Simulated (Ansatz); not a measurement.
Eight cases of atomisation energy with Al to Br (electronic energies, kcal/mol), geometries: B3LYP-D3(BJ)/def2-TZVP. Functionals by Ansatz (a program for electronic structure) in def2-TZVPD; columns hold the difference against the high level (Ansatz, AFQMC by cisd_afqmc): A = CCSD(T)/CBS(cc-pV(Q+d)Z,cc-pV(5+d)Z) + [CCSDT(Q) - CCSD(T)]/cc-pV(D+d)Z + core + X2C; B = CCSD(T)/CBS(cc-pV(Q+d)Z,cc-pV(5+d)Z) + [CCSDT(Q) - CCSD(T)]/cc-pV(Q+d)Z + [FCI - CCSDT(Q)]/cc-pV(D+d)Z + core + X2C; C = CCSD(T)/CBS(cc-pV(T+d)Z,cc-pV(Q+d)Z) + [CCSDT(Q) - CCSD(T)]/cc-pV(D+d)Z + core + X2C; D = CCSD(T)/CBS(cc-pVQZ,cc-pV5Z) + [CCSDT(Q) - CCSD(T)]/cc-pVDZ; E = CCSD(T)/CBS(cc-pVQZ,cc-pV5Z) + [CCSDT(Q) - CCSD(T)]/cc-pVQZ + [CCSDTQ - CCSDT(Q)]/cc-pVDZ; F = CCSD(T)/CBS(cc-pVQZ,cc-pV5Z) + [CCSDT(Q) - CCSD(T)]/cc-pVTZ. The cases were drawn at random from those of this class that have a high level and all functionals, leaving out states under which another spin lies or may lie. Left out are anions, K, Ca, elements past Kr, ionisation of Li, Na and Mg, pi-pi* triplets of linear molecules and other triplets made from a closed-shell parent. Runs that doubt their state, and full CI more than 15 mEh from coupled cluster, are set aside; a case stays where another high level and all functionals remain. AFQMC serves as high level only in triple zeta or larger, with a steady walk, a bar under 0.8 kcal/mol and agreement with other high levels or trials where they ran; where none ran, an unstable determinant or (outside 3d species) a high T1 diagnostic also bars it, so strongly correlated cases are thinned. No case was kept or dropped by the size of a functional's miss. Each difference is the functional minus the high level; affinities count positive where energy is released, gaps as the second state minus the first. Open shells are spin-unrestricted; no spin-orbit coupling. Cores are frozen in correlated methods (noble-gas shells, and filled d and f shells in the p block). Rows without X2C or -DK are non-relativistic. CBS(X,Y): correlation extrapolated as X^-3, Hartree-Fock from the larger set (Q,5: extrapolated as (X+1)exp(-9√X)). A bracket is a step between two methods taken in the basis named. Functionals run without relativity, which enters their misses. 'core' is core correlation in cc-pwCVTZ (1s frozen past Ne), 'X2C' scalar relativity in cc-pVTZ-DK, both at CCSD(T). Full CI freezes restricted core orbitals, also for open shells; the composite that ends in it estimates full CI at the basis-set limit. Where a partner has so few electrons that a lower coupled-cluster level is exact, that level stands in. Spin-orbit terms, left out, reach several kcal/mol for Br and I, and more for heavier atoms. The UHF reference of C2H2Cl (C=[C]Cl, doublet) is spin-contaminated (<S^2> up to 0.21 over the pure value in the sets run).

```tsv
case	level	value	PBE	r2SCAN	wB97M-V
C2H2Cl (SMILES Cl[C]=C, doublet)	A	428.9	18.9	6.8	-0.3
AsF2 (SMILES F[As]F, doublet)	F	207.0	13.5	1.7	0.6
CH4S (methanethiol, SMILES CS)	A	475.3	2.6	-1.6	0.6
H5Si2OF (SMILES O([SiH3])[SiH2]F)	C	764.2	-18.5	-8.6	-5.2
SiH3 (SMILES [SiH3], doublet)	B	227.3	-4.8	2.3	-0.4
HSeF (SMILES F[SeH])	E	160.7	6.6	-0.8	-1.6
C2H3Br (bromoethene, SMILES C=CBr)	D	529.8	14.7	2.8	0.0
BBr2F (SMILES BrB(Br)F)	D	338.2	13.4	9.1	0.6
```

Over these rows, PBE: mean +5.8, mean absolute 11.6, median absolute 13.5, largest +18.9; r2SCAN: mean +1.5, mean absolute 4.2, median absolute 2.6, largest +9.1; wB97M-V: mean -0.7, mean absolute 1.2, median absolute 0.6, largest -5.2 kcal/mol. PBE lies above in 6 and below in 2 of the eight.
